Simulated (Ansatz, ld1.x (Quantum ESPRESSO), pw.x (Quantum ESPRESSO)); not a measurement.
pw.x on fcc Sc: one setting changed

Potential: norm-conserving Troullier–Martins (Kleinman–Bylander form), ld1.x (Quantum ESPRESSO) 7.5, LDA (PW92); core [Ar], reference 3d1 4s2 4p0; waves: 4s (bound): rc 2.65 bohr; 4p (bound, empty): rc 3.06 bohr; 3d (bound): rc 2.75 bohr; local part: all-electron potential smoothed inside 2.50 bohr (lloc = -1); core correction: Bessel-smoothed model core inside 2.55 bohr.

The reference run (k-mesh 13³, cutoffs 50/200 Ry, Fermi–Dirac 0.01 Ry, mixing_beta 0.4, conv_thr 1e-9, no spin) gives -0.52 GPa at 22.555 Å³/atom, where all-electron LAPW gives 0.00 GPa. This run, with its own iteration cap, changes degauss to 0.02.

```
&control
  calculation='scf', prefix='x', pseudo_dir='./', outdir='./tmp', tstress=.true., disk_io='none'
/
&system
  ibrav=0, nat=1, ntyp=1, ecutwfc=50, ecutrho=200, nbnd=8,
  occupations='smearing', smearing='fd', degauss=0.02
/
&electrons
  conv_thr=1e-09, mixing_beta=0.4, electron_maxstep=50
/
ATOMIC_SPECIES
Sc 1.0 Sc.UPF
CELL_PARAMETERS angstrom
  0.00000000 2.24252665 2.24252665
  2.24252665 0.00000000 2.24252665
  2.24252665 2.24252665 0.00000000
ATOMIC_POSITIONS crystal
Sc 0.0000 0.0000 0.0000
K_POINTS automatic
13 13 13 0 0 0
```

```bash
pw.x < Sc.scf.in > Sc.scf.out
```

Problem. How does the run end?

Solution. It converges in 6 iterations; the free energy moves by -151.9 meV/atom and the pressure by +1.09 GPa. In a metal, with Fermi–Dirac smearing, F lies below its zero-width value by a term in the square of the width.

```
Message from routine setup:
     using ibrav=0 with symmetry is DISCOURAGED, use correct ibrav instead
     lattice parameter (alat)  =       5.9931  a.u.
     unit-cell volume          =     152.2087 (a.u.)^3
     number of electrons       =         3.00
     number of Kohn-Sham states=            8
     kinetic-energy cutoff     =      50.0000  Ry
     charge density cutoff     =     200.0000  Ry
     scf convergence threshold =      1.0E-09
     Exchange-correlation= PW
     number of k points=    84  Fermi-Dirac smearing, width (Ry)=  0.0200
     iteration #  1     ecut=    50.00 Ry     beta= 0.40
     total energy              =      -5.73594875 Ry
     estimated scf accuracy    <       0.00499276 Ry
     iteration #  2     ecut=    50.00 Ry     beta= 0.40
     total energy              =      -5.73588543 Ry
     estimated scf accuracy    <       0.00081865 Ry
     iteration #  3     ecut=    50.00 Ry     beta= 0.40
     negative rho (up, down):  1.017E-07 0.000E+00
     total energy              =      -5.73603875 Ry
     estimated scf accuracy    <       0.00002260 Ry
     iteration #  4     ecut=    50.00 Ry     beta= 0.40
     total energy              =      -5.73603779 Ry
     estimated scf accuracy    <       0.00001280 Ry
     iteration #  5     ecut=    50.00 Ry     beta= 0.40
     total energy              =      -5.73603970 Ry
     estimated scf accuracy    <       0.00000001 Ry
     iteration #  6     ecut=    50.00 Ry     beta= 0.40
     the Fermi energy is     5.4722 ev
!    total energy              =      -5.73603975 Ry
     estimated scf accuracy    <          6.9E-10 Ry
     smearing contrib. (-TS)   =      -0.02883483 Ry
     The total energy is F=E-TS. E is the sum of the following terms:
     one-electron contribution =       3.15317530 Ry
     hartree contribution      =       0.02166581 Ry
     xc contribution           =      -4.01346602 Ry
     ewald contribution        =      -4.86858002 Ry
     convergence has been achieved in   6 iterations
          total   stress  (Ry/bohr**3)                   (kbar)     P=        5.71
     Message from routine punch:
     Nothing written, as per user request (disk_io='none')
```

The run took about 7.4 s on one core of a shared host (Neoverse-V1, 32 threads, 247 GiB, load 20).
